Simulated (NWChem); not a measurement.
# SiH3F (SMILES F[SiH3]) at MP2/cc-pVDZ (frozen virtual 0)

Aim: the vertical ionisation energy of SiH3F at MP2/cc-pVDZ (frozen virtual 0), from 2 runs. 

The results are computed with NWChem 7.3.0.

**1. The structure to begin with**

SiH3F has 5 atoms, charge 0, and is taken as a singlet. As SMILES, `F[SiH3]`. The coordinates come from a PBE0-D4/def2-TZVP relaxation.

Bond lengths: F1–Si2 1.600 Å, Si2–H3 1.482 Å, Si2–H4 1.482 Å, Si2–H5 1.482 Å. Angles: F1–Si2–H3 108.3°, F1–Si2–H4 108.3°, F1–Si2–H5 108.3°, H3–Si2–H4 110.6°, H3–Si2–H5 110.6°, H4–Si2–H5 110.6°.

**2. A single-point energy at MP2/cc-pVDZ (frozen virtual 0)**

Input file fh3si.nw:

```
start fh3si
memory stack 880 mb heap 220 mb global 1100 mb
geometry noautosym nocenter noautoz
F    -1.274600    0.162800    0.858000
Si    0.043300   -0.019300   -0.030700
H    -0.367800   -0.192600   -1.443700
H     0.768600   -1.217900    0.451600
H     0.880500    1.193400    0.123400
end
basis spherical bse
* library cc-pVDZ
end
scf
thresh 1e-08
maxiter 80
noprint "final vectors analysis"
end
mp2
freeze core 6
tight
end
task mp2 energy
```

Launch:

```sh
$ nwchem fh3si.nw > fh3si.out
```

What it wrote:

```text
[...]
  functions       =    47
[...]
  wavefunction    = RHF
[...]
         Total SCF energy =   -390.161743864786
      One-electron energy =   -667.484990962360
      Two-electron energy =    214.280435306965
 Nuclear repulsion energy =     63.042811790608
        Time for solution =      5.6s
[...]
          Total MP2 energy          -390.454797820532
[...]
```

Wall time 7.5 s (1 thread of Intel Xeon 6975P-C (Granite Rapids), shared host); peak memory 0.1 GiB.

**3. The doublet cation at the same level**

Input file fh3si.nw:

```
start fh3si
title "FH3Si"
memory stack 880 mb heap 220 mb global 1100 mb
charge 1

geometry units angstroms noautosym nocenter noautoz
   F     -1.274600     0.162800     0.858000
   Si     0.043300    -0.019300    -0.030700
   H     -0.367800    -0.192600    -1.443700
   H      0.768600    -1.217900     0.451600
   H      0.880500     1.193400     0.123400
end

basis spherical bse
   * library cc-pVDZ
end

scf
   doublet
   uhf
   thresh 1e-08
   maxiter 80
   print low
end

mp2
   freeze core 6
   tight
end

task mp2 energy
```

Launch:

```sh
$ nwchem fh3si.nw > fh3si.out
```

What it wrote:

```text
[...]
  functions       =    47
[...]
  wavefunction    = UHF
[...]
         Total SCF energy =   -389.709453345588
      One electron energy =   -659.874891430236
      Two electron energy =    207.122626294040
 Nuclear repulsion energy =     63.042811790608
                       Sz =      0.5000
                 Sz(Sz+1) =      0.7500
                      S^2 =      0.7717
[...]
          Total MP2 energy          -389.990403240560
[...]
```

Run time: 41 s. Hardware: 1 thread of Intel Xeon 6975P-C (Granite Rapids), shared host; peak memory 0.1 GiB.

**4. Outcome**

At MP2/cc-pVDZ (frozen virtual 0), 6 core orbitals frozen:

```
                                                   quantity          value
                                singlet SiH3F: total energy  -390.45480 Eh
 singlet SiH3F: correlation energy (6 core orbitals frozen)     -293.1 mEh
                               doublet cation: total energy  -389.99040 Eh
doublet cation: correlation energy (6 core orbitals frozen)     -280.9 mEh
          doublet cation: ⟨S²⟩ of the reference determinant          0.772
         vertical ionisation energy (to the doublet cation)      12.637 eV
```

In words: The vertical ionisation energy comes to 12.64 eV (291 kcal/mol).
